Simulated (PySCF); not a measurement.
## Frontier levels across methods

Species: C2H3B.
Structure used (PBE0-D3(BJ)/def2-SVP), in Å, numbered top down from 1:
```
atom  x, y, z in Å
B1    -1.1337    0.0640    0.0377
C2     0.3681   -0.0208    0.1491
C3     1.5840   -0.0877    0.2389
H4    -1.8303   -0.6101    0.7566
H5    -1.6373    0.8054   -0.7706
H6     2.6554   -0.1469    0.3181
```

The species is `BC#C` (C2H3B).

Basis pcSseg-2 throughout (PySCF), one geometry. Isolated species at its PBE0-D3(BJ)/def2-SVP geometry, gas phase.

Q: How do the orbital energies, the gap and the dipole change with the method?

A: 
```csv
method,kind,HOMO (eV),LUMO (eV),gap (eV),μ (D),SCF cycles
BLYP,GGA,-6.73,-3.25,3.48,1.08,14
B97-D,GGA,-6.83,-3.22,3.61,1.05,14
OPBE,GGA,-6.85,-3.28,3.57,1.04,14
KT2,GGA,-6.86,-3.37,3.48,1.07,14
PBE,GGA,-6.87,-3.42,3.45,1.07,14
KT3,GGA,-6.89,-3.30,3.59,1.05,14
BP86,GGA,-6.96,-3.48,3.49,1.07,14
LDA,LDA,-7.00,-3.69,3.31,1.08,14
B3LYP,global hybrid,-7.85,-2.65,5.20,1.00,13
PBE0,global hybrid,-8.07,-2.45,5.63,0.99,14
mPW1PW91,global hybrid,-8.09,-2.44,5.65,0.99,14
HF,Hartree–Fock,-10.77,1.10,11.87,0.84,11
```

The HOMO spans 4.04 eV, from BLYP down to HF, and the gap runs from 3.31 eV (LDA) to 11.87 eV (HF). Over the methods BLYP (0 %), B97-D (0 %), OPBE (0 %), KT2 (0 %), PBE (0 %), KT3 (0 %), BP86 (0 %), LDA (0 %), B3LYP (20 %), PBE0 (25 %), mPW1PW91 (25 %), HF (100 %), a straight line through the gap against the share of exact exchange rises by 0.84 eV for each 10 % (correlation coefficient 0.999). The dipole ranges from 0.84 D (HF) to 1.08 D (LDA). This basis has no diffuse functions.

The vertical ΔSCF ionisation energy at B3LYP/def2-SVPD is 10.50 eV; −ε(HOMO) comes closest to it with HF (10.77 eV).
